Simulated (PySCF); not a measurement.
# ketene: gas-phase deprotonation enthalpies at several levels

Structure: `C=C=O` (C2H2O). Atom numbers as in the mapped SMILES `[CH2:1]=[C:2]=[O:3]`.

All levels share the PBE0-D3(BJ)/ma-def2-SVP structures and the PBE0-D3(BJ)/ma-def2-SVP thermal terms; only the single-point energies (PySCF) change. Values are gas-phase deprotonation enthalpies (298 K, kJ/mol).

| level | C1 | abs. error | time |
| --- | --- | --- | --- |
| LDA/ma-def2-TZVP | 1489 | 41.9 | 5.4 s |
| PBE-D3(BJ)/ma-def2-TZVP | 1524 | 7.7 | 6.3 s |
| BLYP-D3(BJ)/ma-def2-TZVP | 1524 | 7.4 | 6.1 s |
| M06-2X/ma-def2-TZVP (grid 3) | 1525 | 6.5 | 6.4 s |
| BP86-D3(BJ)/ma-def2-TZVP | 1526 | 5.6 | 6 s |
| PBE0-D3(BJ)/ma-def2-SVP | 1530 | 1.3 | 1.3 s |
| CAM-B3LYP-D3(BJ)/ma-def2-TZVP | 1531 | 0.1 | 2.9 s |
| ωB97M-D3(BJ)/ma-def2-TZVP (grid 3) | 1532 | 0.3 | 6.2 s |
| PBE0-D3(BJ)/aug-pcseg-1 | 1532 | 0.5 | 1.7 s |
| PBE0-D3(BJ)/6-31+G* | 1533 | 1.8 | 1.2 s |
| r2SCAN-D3(BJ)/ma-def2-TZVP (grid 3) | 1535 | 3.3 | 9.6 s |
| PBE0-D3(BJ)/aug-cc-pVDZ | 1535 | 3.5 | 1.7 s |
| B3LYP-D3(BJ)/ma-def2-TZVP | 1535 | 3.7 | 2.5 s |
| PBE0-D3(BJ)/6-311+G** | 1535 | 3.9 | 1.6 s |
| M06/ma-def2-TZVP (grid 3) | 1535 | 4.1 | 6 s |
| HSE06/ma-def2-TZVP | 1536 | 4.9 | 6.6 s |
| PBE0-D3(BJ)/6-311++G(2d,2p) | 1538 | 6.6 | 2.1 s |
| PBE0-D3(BJ)/jun-cc-pV(T+d)Z | 1538 | 6.9 | 3.2 s |
| PBE0-D3(BJ)/ma-def2-TZVP | 1538 | 7.0 | – |
| PBE0-D3(BJ)/aug-cc-pVTZ | 1538 | 7.2 | 4.5 s |
| TPSS-D3(BJ)/ma-def2-TZVP (grid 3) | 1542 | 10.7 | 9.3 s |
| PBE0-D3(BJ)/def2-QZVPPD | 1542 | 10.8 | 8.4 s |
| PBE0-D3(BJ)/def2-SVPD | 1543 | 11.4 | 1.5 s |
| PBE0-D3(BJ)/def2-TZVPD | 1543 | 11.6 | 3 s |
| PBE0-D3(BJ)/pcseg-2 | 1543 | 12.1 | 2.3 s |
| PBE0-D3(BJ)/def2-QZVP | 1544 | 12.4 | 6.7 s |
| TPSSh-D3(BJ)/ma-def2-TZVP (grid 3) | 1546 | 14.5 | 6.5 s |
| BHandHLYP/ma-def2-TZVP | 1547 | 15.7 | 2.4 s |
| B97-2/ma-def2-TZVP | 1548 | 16.4 | 2.5 s |
| OPBE/ma-def2-TZVP | 1549 | 17.4 | 6.1 s |
| ωB97X-D3(BJ)/ma-def2-TZVP | 1550 | 18.3 | 2.8 s |
| LC-ωPBE/ma-def2-TZVP | 1550 | 18.5 | 6 s |
| PBE0-D3(BJ)/def2-TZVP | 1550 | 18.7 | 2.1 s |
| PBE0-D3(BJ)/def2-TZVPP | 1551 | 19.6 | 2.5 s |
| PBE0-D3(BJ)/pcseg-1 | 1553 | 22.0 | 1.1 s |
| M06-L/ma-def2-TZVP (grid 3) | 1554 | 22.5 | 9.8 s |
| PBE0-D3(BJ)/cc-pVTZ | 1561 | 29.3 | 2.4 s |
| HF/ma-def2-TZVP | 1569 | 38.2 | 0.88 s |
| PBE0-D3(BJ)/def2-SV(P) | 1574 | 42.3 | 1 s |
| PBE0-D3(BJ)/def2-SVP | 1580 | 49.2 | 1.1 s |
| PBE0-D3(BJ)/6-31G | 1582 | 51.1 | 0.86 s |
| PBE0-D3(BJ)/cc-pVDZ | 1587 | 56.2 | 1.1 s |
| PBE0-D3(BJ)/6-31G* | 1602 | 71.0 | 1 s |
| ATcT 1.112 | 1531 |  |  |

Times are wall times for all single points of a level on 1 thread of Arm Neoverse V1, a shared host; the dash marks the run that also made the structures. BLYP, BP86, HSE06, LC-ωPBE, LDA, M06-L, OPBE, PBE, TPSS, r2SCAN ran on a slower path of this set-up, which computes the density-fitting integrals anew in every SCF cycle while the other levels store them. So the times needn't show the usual order of cost, and those levels read slower than they are.

Hartree-Fock leaves out electron correlation, so its deprotonation energies can be off by tens of kJ/mol.

The spread: 113 kJ/mol, from 1489 to 1602.

Bases without diffuse functions serve anions poorly.
